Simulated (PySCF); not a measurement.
Dissociation curve of SMILES CC (C2H6). The C1–C5 bond (C1 also carries H, H, H; C5 carries H, H, H) is pulled apart rigidly from the PBE0/def2-TZVP optimised geometry. Each curve is given relative to its own lowest point near equilibrium.

```csv
R / Å,A,B,C
1.22,55.8,53.1,55.8
1.29,28.8,27.5,28.8
1.38,9.1,8.9,9.1
1.44,2.7,2.8,2.7
1.48,0.7,0.7,0.7
1.52,0.0,0.0,0.0
1.56,0.5,0.3,0.5
1.61,2.4,1.9,2.4
1.68,6.9,5.8,6.9
1.76,13.9,11.9,13.9
1.89,27.7,24.0,27.7
2.07,48.7,42.0,48.7
2.28,67.4,62.3,72.6
2.48,75.8,79.4,93.4
2.75,80.8,98.7,117.6
3.02,82.7,113.7,137.5
3.31,83.5,126.0,155.0
3.76,83.9,138.9,175.7
4.12,83.9,145.4,187.9
4.61,83.9,150.9,200.4
```

Energies in kcal/mol.

### Question
Which curve belongs to which method? The methods are PySCF with RHF/def2-TZVP; restricted TPSSh/def2-TZVP run with PySCF; UHF/def2-TZVP in PySCF.

### Answer
A is UHF; B is RKS-TPSSh; C is RHF.

The restricted form behind RKS-TPSSh, RHF keeps the bonding electrons paired and can't separate into open-shell fragments. The unrestricted determinant behind UHF is spin-contaminated at 2.28 to 4.61 Å (<S²> up to 1.0, against 0.00 for a pure singlet).
